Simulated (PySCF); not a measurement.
**AlF at other levels of theory**

Aim: see what other levels and later steps give for AlF.

Program: PySCF 2.14.0. Level of theory: method and basis as typed in the scripts. These are calculated values, not measurements.

1 further run of the same task is left out (it didn't finish).

## (1) The starting structure

AlF: 2 atoms, charge 0, spin multiplicity 1.

Bond lengths: Al1–F2 1.466 Å.

## (2) The run that the others are compared with

input.py

```python
from pyscf import gto, scf

mol = gto.M(
    atom='Al 0 0 0; F 0 0 1.466',
    basis='6-31+g*',
    charge=0,
    spin=0,
    symmetry=True,
    verbose=4,
)
mf = scf.RHF(mol)
mf.kernel()
mf.analyze()
print('orbital energies (hartree):', mf.mo_energy[..., max(0, mol.nelec[1]-3):mol.nelec[0]+3].round(4))
```

Command:

```sh
$ OMP_NUM_THREADS=1 python input.py
```

## (3) Mn15l (RKS)

Variant 1 changes functional: none (Hartree–Fock) → mn15l; SCF type: RHF → RKS.

Edit input.py of step 2 so:

```diff
@@ -1,2 +1,2 @@
-from pyscf import gto, scf
+from pyscf import gto, dft
 
@@ -10,3 +10,3 @@
 )
-mf = scf.RHF(mol)
+mf = dft.RKS(mol, xc='mn15l')
 mf.kernel()
```

## (4) TDHF

Variant 2 changes step after the SCF: analyze → tddft; number of roots: none → 5.

input.py

```python
from pyscf import gto, scf, tdscf

mol = gto.M(
    atom='Al 0 0 0; F 0 0 1.466',
    basis='6-31+g*',
    charge=0,
    spin=0,
    symmetry=True,
    verbose=4,
)
mf = scf.RHF(mol)
mf.kernel()
td = tdscf.TDHF(mf)
td.nstates = 5
td.kernel()
td.analyze()
mf.dip_moment()
print('orbital energies (hartree):', mf.mo_energy[..., max(0, mol.nelec[1]-3):mol.nelec[0]+3].round(4))
```

## (5) Geometry optimisation

Variant 3 changes step after the SCF: analyze → optimize.

Edit input.py of step 2 so:

```diff
@@ -1,2 +1,3 @@
 from pyscf import gto, scf
+from pyscf.geomopt.geometric_solver import optimize
 
@@ -12,3 +13,5 @@
 mf.kernel()
-mf.analyze()
+mol_eq = optimize(mf, maxsteps=30)
+print('optimised geometry (angstrom)')
+print(mol_eq.tostring('raw'))
 print('orbital energies (hartree):', mf.mo_energy[..., max(0, mol.nelec[1]-3):mol.nelec[0]+3].round(4))
```

Before running it: what results should come out? Wanted: for each run, E(SCF); from base; gap; SCF dipole; after the SCF.

**Answer**, as computed:

| run | E(SCF) (hartree) | from base (eV) | cycles | gap (eV) | SCF dipole (D) | after the SCF |
| --- | --- | --- | --- | --- | --- | --- |
| base | -341.384410 | 0 | 8 | 9.76 | 0.33 | n/a |
| mn15l (RKS) | -342.129353 | not comparable | 7 | 4.24 | 0.26 | n/a |
| TDHF | -341.384410 | 0.0000 | 8 | 9.76 | 0.33 | lowest root found 5.28 eV |
| geometry optimisation | -341.384410 | 0.0000 | 8 | 9.76 | n/a | bond 1.668 Å, -0.823 eV |

SCF columns refer to the geometry typed in the script.

**Reading.** A lower total energy from another functional means nothing by itself. The dearest run is “geometry optimisation”, at 4.4 s against 1 s.
